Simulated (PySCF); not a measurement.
Species: C5H11N.
Numbering: `[CH2:1]=[CH:2][CH2:3][C@H:4]([CH3:5])[NH2:6]` (hydrogens: H7, H8 on C1; H9 on C2; H10, H11 on C3; H12 on C4; H13, H14, H15 on C5; H16, H17 on N6)

Structure optimised with GFN2-xTB, isolated species.

(1) Give the optimised bond lengths and angles.

Results:

(1) 
| bond | length (pm) | order |
| --- | --- | --- |
| C1=C2 | 132.0 | double |
| C2–C3 | 149.3 | single |
| C3–C4 | 154.9 | single |
| C4–C5 | 152.6 | single |
| C4–N6 | 145.4 | single |
| C1–H7 | 107.8 | single |
| C1–H8 | 107.7 | single |
| C2–H9 | 108.2 | single |
| C3–H10 | 109.5 | single |
| C3–H11 | 109.4 | single |
| C4–H12 | 109.7 | single |
| C5–H13, C5–H14, C5–H15 | 108.7 | single |
| N6–H16, N6–H17 | 101.5 | single |

Bonds in one row agree within 1 pm and their mean is given. Orders are formal, as drawn. A selection of angles:
| angle | degrees |
| --- | --- |
| C2–C1–H7 | 121.7 |
| C2–C1–H8 | 122.2 |
| H7–C1–H8 | 116.1 |
| C1–C2–C3 | 124.2 |
| C1–C2–H9 | 120.0 |
| C3–C2–H9 | 115.8 |
| C2–C3–C4 | 112.7 |
| C2–C3–H10 | 109.6 |
| C2–C3–H11 | 109.2 |
| C4–C3–H10 | 108.4 |
| C4–C3–H11 | 108.6 |
| H10–C3–H11 | 108.3 |
| C3–C4–C5 | 111.6 |
| C3–C4–N6 | 112.7 |
| C3–C4–H12 | 108.4 |
| C5–C4–N6 | 108.2 |
| C5–C4–H12 | 109.1 |
| N6–C4–H12 | 106.7 |
| C4–C5–H13 | 110.3 |
| C4–C5–H15 | 111.0 |
| H13–C5–H14 | 108.5 |
| H13–C5–H15 | 108.9 |
| C4–N6–H16 | 110.8 |
| C4–N6–H17 | 110.1 |
| H16–N6–H17 | 107.9 |

Dihedral angles: C1–C2–C3–C4 -115° (anticlinal); C2–C3–C4–C5 -70° (synclinal).

N6 (primary amine nitrogen) is pyramidal (angles 110.8°, 110.1° and 107.9°, sum 328.8°, 0.37 Å off the plane of its three neighbours). Of the pairs four or more bonds apart, H9···H15 is among the closest relative to their van der Waals radii: 2.34 Å, 98 % of the sum of Bondi's values. The C–C distances run from 1.320 Å (C1=C2, drawn double) to 1.549 Å (C3–C4, drawn single), a spread of 0.229 Å.

Point group: C1 (no symmetry element, even within 0.4 Å). No frequency check. One conformer, not necessarily the lowest (C1–C2–C3–C4 -115°, C2–C3–C4–C5 -70°, C3–C4–N6–H -59° and 61°).

These are computed values.
